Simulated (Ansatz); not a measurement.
# CHP2 (doublet): the correlation ladder, cc-pVDZ

An exercise on one series of results from a longer session: the logs are not shown, and one member is left open.

Method: cc-pVDZ, core rule «outside noble gas», up to 11 orbitals frozen; program: Ansatz 0.2.0, Gaussian basis.

To be run: UHF; CCSD(T) on ROHF; CCSD(T) on UHF; BCCD(T) on ROHF; CISD as a restricted active space (open shells left free, so some higher excitations enter); CCSDT(Q) on ROHF; CCSDT(Q) on UHF; CASSCF and NEVPT2, 11 electrons in 11 orbitals.

21 further runs of the same task are left out: 4 that didn't finish, 17 set aside as unsound or not needed. Runs told in other sessions of the task aren't counted.

### What is computed

The geometry is a PBE0/def2-TZVP stationary point (not a proven minimum) of the parent state, kept for this charge and spin.

4 atoms, charge 0, spin multiplicity 2.

Atoms are counted from 1 here; the program's logs count them from 0.

Bond lengths: P1–C2 1.714 Å, C2–P3 1.714 Å, C2–H4 1.097 Å. Angles: P1–C2–P3 129.1°, P1–C2–H4 115.4°, P3–C2–H4 115.4°.

The first run:

Contents of in.yaml:

```yaml
crystal:
  periodic: [false, false, false]
  atoms:
    - {symbol: P, position_ang: [0.000000, -0.142639, 1.547609]}
    - {symbol: C, position_ang: [0.000000, 0.593780, 0.000000]}
    - {symbol: P, position_ang: [0.000000, -0.142639, -1.547609]}
    - {symbol: H, position_ang: [0.000000, 1.691006, 0.000000]}
basis:
  gaussian: {orbitals: cc-pVDZ}
magnetization: {spin_polarized: true, initial_magnetization: 1}
hamiltonian: {xc: hf}
output: {orbitals: {seedname: orbitals}}
```

Run with:

```console
$ ansatz run in.yaml --threads 1 --pin off --events-out ev --progress --plain --max-ram 2393MiB
```

Steps of the session up to this table: UHF; CCSD(T) on ROHF; CCSD(T) on UHF; BCCD(T) on ROHF; CISD as a restricted active space (open shells left free, so some higher excitations enter); CCSDT(Q) on ROHF; CCSDT(Q) on UHF; CASSCF and NEVPT2, 11 electrons in 11 orbitals.

One of the session's tables, all rows but one given; the rest of the session is left out.

```
        method  from RCCSDT(Q) (kcal/mol)
           UHF                          ?
          RMP2                     +37.20
          UMP2                     +43.88
          CISD                     +67.56
         RCCSD                     +12.74
         UCCSD                     +11.69
      RCCSD(T)                      -1.73
      UCCSD(T)                      +2.53
       BCCD(T)                      +2.01
        RCCSDT                      +4.11
        UCCSDT                      -1.62
     RCCSDT(Q)                          0
     UCCSDT(Q)                      -4.50
CASSCF valence                    +165.26
NEVPT2 valence                     +37.07
```

Estimate the missing values for UHF.

**Answer.** from RCCSDT(Q) (kcal/mol): +219.67. In the column «from RCCSDT(Q) (kcal/mol)» it is the highest.

Left out of the table: ROHF (another determinant or state than the rows shown).

Limits of these values: The determinant of CCSD(T) (⟨S²⟩ 2.06) is far from a pure spin state, so its energy mixes those of several spin states; high orders of coupled cluster remove much of that, low ones don't. The report flags that the cluster equations may have other roots. The determinant of CCSDT(Q) (⟨S²⟩ 2.06) is far from a pure spin state, so its energy mixes those of several spin states; high orders of coupled cluster remove much of that, low ones don't. The program flags RCCSD(T), UCCSD(T), BCCD(T), RCCSDT(Q), UCCSDT(Q) as in doubt, so the zero of the table is itself unsure. Warnings: spin contamination; coupled cluster took another determinant than the lowest; large T1 diagnostic. Restricted and unrestricted rows rest on different reference determinants; a gap between their highest levels can come from leftover correlation error, from unlike frozen cores or from another state.
